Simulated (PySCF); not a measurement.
C4H5FO.
SMILES with atom numbers: `[CH3:1]/[CH:2]=[CH:3]/[C:4](=[O:5])[F:6]` (hydrogens: H7, H8, H9 on C1; H10 on C2; H11 on C3)

Geometry (GFN2-xTB, Å), atoms numbered from 1 in this order:
```xyz
11
C4H5FO angstrom
C     -1.7210   -0.4239   -0.0141
C     -0.2722   -0.3582   -0.3074
C      0.5941    0.4507    0.3076
C      2.0036    0.4390   -0.0390
O      2.5945   -0.2207   -0.8271
F      2.6964    1.3600    0.7049
H     -2.2916   -0.1989   -0.9149
H     -1.9880   -1.4360    0.2895
H     -2.0013    0.2716    0.7724
H      0.0988   -1.0219   -1.0789
H      0.2923    1.1409    1.0813
```

The closed-shell SCF was solved with PySCF and density fitting under several settings on one GFN2-xTB geometry (grid level 2 and gas phase unless stated).

```csv
settings,basis functions,SCF cycles,E (Eh),HOMO (eV),LUMO (eV),dipole (D)
PBE0/pcSseg-1,127,14,-330.1045,-8.41,-1.82,4.28
PBE0/def2-SVPD,166,14,-329.9100,-8.44,-1.93,4.36
```

Q: Estimate the row for these settings: KT2/pcSseg-0, energy threshold 1e-11 Eh.

A: 
```csv
settings,basis functions,SCF cycles,E (Eh),HOMO (eV),LUMO (eV),dipole (D)
"KT2/pcSseg-0, energy threshold 1e-11 Eh",64,13,-334.8312,-7.20,-2.67,4.17
```

Q: Over all rows, what range does the HOMO–LUMO gap span?

A: From 4.53 eV (KT2/pcSseg-0, energy threshold 1e-11 Eh) to 6.59 eV (PBE0/pcSseg-1). The functional of the narrowest has no exact exchange, that of the widest 25 % exact exchange.

Q: Compare two rows with the functional PBE0: PBE0/pcSseg-1 and PBE0/def2-SVPD. Which energy is lower, and by how much?

A: PBE0/pcSseg-1 (127 functions) lies 0.1945 Eh or 122 kcal/mol below PBE0/def2-SVPD (166 functions). The smaller set gives the lower energy; the two sets aren't nested, so the variational bound doesn't order them by size.

Cycle counts include a coarse-grid stage where the run had one. KT2 was designed for NMR shieldings or shifts; total energies of different functionals aren't comparable.

One conformer stands for the species.
